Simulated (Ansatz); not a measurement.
Two isomers of C3H4O2: A = `CC(=O)C=O`, B = `C1=COCO1`.

Computed with Ansatz on PBE0-D4/def2-TZVP structures; ΔE is electronic, products minus reactants. CBS: MP2 limit from def2 TZ/QZ plus the TZ coupled-cluster correction, frozen cores. DFT in def2-TZVPP. Each species was taken in one conformer, which may not be the lowest.

**Question.** Which is lower in electronic energy at CCSD(T)/CBS, and by how much? (Best estimate.)

**Answer.** Computed: A, by 20.5 kcal/mol.

**Question.** Give E(B) − E(A) in kcal/mol with r2SCAN-D4, HF/def2-TZVPP, LDA (SPW92), CCSD(T)/def2-TZVPP, CCSD(T)/def2-SVP, PBE-D4, B2PLYP. (An estimate is asked.)

**Answer.** The calculation gave: r2SCAN-D4 20.3, HF/def2-TZVPP 25.7, LDA (SPW92) 9.9, CCSD(T)/def2-TZVPP 21.4, CCSD(T)/def2-SVP 26.9, PBE-D4 20.2, B2PLYP 23.2. None reverses the order clearly.

**Question.** Does the order hold for the free energy at 298.15 K (harmonic terms from PBE0-D4)? (An estimate is asked.)

**Answer.** Computed: Yes: G(B) − G(A) = +24.4 kcal/mol, for one conformer each.

Largest T1 diagnostic: 0.015.

In def2-TZVPP, CCSD(T) changes the Hartree–Fock value by −4.3 kcal/mol (the triples alone add −0.2 kcal/mol) and MP2 by −4.1 kcal/mol. From r2SCAN to r2SCAN0 (25 % exact exchange), in def2-TZVPP and without D4, E(B) − E(A) moves by −1.8 kcal/mol.
